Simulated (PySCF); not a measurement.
Geometries of 2 isomers of C6H5 (doublet state), from PySCF 2.14.0, PBE0-D3(BJ)/def2-SVP geometry optimisation, gas phase. One conformer each, no zero-point energy, no frequencies.

Question: Which isomer lies lower at this level?
A.
```xyz
11
angstrom
C     -1.511    0.379    0.017
C     -0.605    1.416    0.006
C      0.751    1.062   -0.014
C      1.128   -0.282   -0.021
C      0.163   -1.290   -0.009
C     -1.200   -0.962    0.011
H     -0.915    2.464    0.012
H      1.514    1.845   -0.024
H      2.187   -0.547   -0.036
H      0.467   -2.341   -0.015
H     -1.967   -1.741    0.021
```
B.
```xyz
11
angstrom
C      1.998    0.022   -0.070
C      0.764   -0.461   -0.183
C      0.094   -1.715   -0.568
C     -1.172   -1.273   -0.380
C     -0.640    0.048    0.033
C     -1.156    1.212    0.434
H      2.165    1.050    0.260
H      2.870   -0.594   -0.302
H     -2.173   -1.688   -0.481
H     -0.504    2.052    0.687
H     -2.235    1.353    0.519
```

Answer: A. That is `c1c[c]ccc1` (phenyl), 70.2 kcal/mol below the other.

```csv
SMILES,atoms numbered as above,E (Eh),relative (kcal/mol),relative (kJ/mol),dipole (D),⟨S²⟩
[c]1ccccc1,[c:1]1[cH:2][cH:3][cH:4][cH:5][cH:6]1,-231.12609,0.0,0.0,0.85,0.761
C=C1[C]=CC1=C,[CH2:1]=[C:2]1[C:3]=[CH:4][C:5]1=[CH2:6],-231.01426,70.2,293.6,0.65,0.774
```

As drawn, the higher has a four-membered ring, which the lower lacks.
